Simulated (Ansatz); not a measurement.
Barrier height from HO + Cl to the transition structure ClHO, without zero-point energy, on the benchmark's geometries as Psi4's copy of the set gives them.
Transition structure (charge 0, multiplicity 3, Z-matrix in Å and degrees):
```
O
H 1 1.2004
Cl 2 1.4706 1 136.51
```
Reactant (charge 0, multiplicity 2):
```xyz
2

O      0.000     0.000     0.000
H      0.969     0.000     0.000
```

Open shells are unrestricted; no spin–orbit coupling.

Correlated levels freeze the cores.

The values were computed with Ansatz (an electronic-structure program). 

Problem. One of these levels gives 18.0 kJ/mol for the barrier height. Name it.
A) HF/aug-cc-pV(D+d)Z
B) CCSD/cc-pVDZ
C) B3LYP/def2-TZVPPD
D) MP2/cc-pVDZ

Solution. C, B3LYP/def2-TZVPPD. The others give 97.4 (HF/aug-cc-pV(D+d)Z), 57.1 (MP2/cc-pVDZ), 51.0 (CCSD/cc-pVDZ)
